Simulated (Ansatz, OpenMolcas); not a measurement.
## How methods differ on P2H4

The species is P2H4 (6 atoms), meant as a singlet with charge 0. The coordinates come from a GFN2-xTB relaxation.

```xyz
6

P    -0.2831   -0.1749   -1.0253
P     0.2836    0.1730    1.0229
H    -1.6380    0.0643   -0.7862
H    -0.4417   -1.5496   -0.8459
H     1.6393   -0.0621    0.7896
H     0.4401    1.5493    0.8448
```

Quantity: the vertical energy of the triplet above the singlet, in eV. The values are calculated.

```csv
level,kind,program,value (eV),less FCI/STO-3G,CPU time (all runs)
HF/STO-3G,Hartree–Fock,OpenMolcas,6.81,-0.36,3.4 s
"HF/STO-3G, open shells restricted",Hartree–Fock,OpenMolcas,6.88,-0.29,4 s
B3LYP/STO-3G,global hybrid,Ansatz,6.81,-0.36,3.8 s
PBE0/STO-3G,global hybrid,Ansatz,6.84,-0.33,3.7 s
CAM-B3LYP/STO-3G,range-separated hybrid,Ansatz,6.86,-0.31,4.2 s
MP2/STO-3G,perturbation theory,Ansatz,7.14,-0.03,0.3 s
BCCD(T)/STO-3G,coupled cluster or CI,Ansatz,7.18,+0.01,0.63 s
CCSDTQ/STO-3G,coupled cluster or CI,Ansatz,7.17,0.00,43 s
FCI/STO-3G,exact in the basis,Ansatz,7.17,0.00,6.3 s
```

FCI/STO-3G is exact within its basis and frozen core, so for wave-function methods in that basis the difference is their error; functionals converge differently with the basis, so for them it is only a difference. The values span 6.81 to 7.18 eV. All rows use very small basis sets, so none should be taken for the real molecule's value. Times are those of the runs behind each value, whatever else they computed, on shared processors of several kinds: orders of magnitude only.
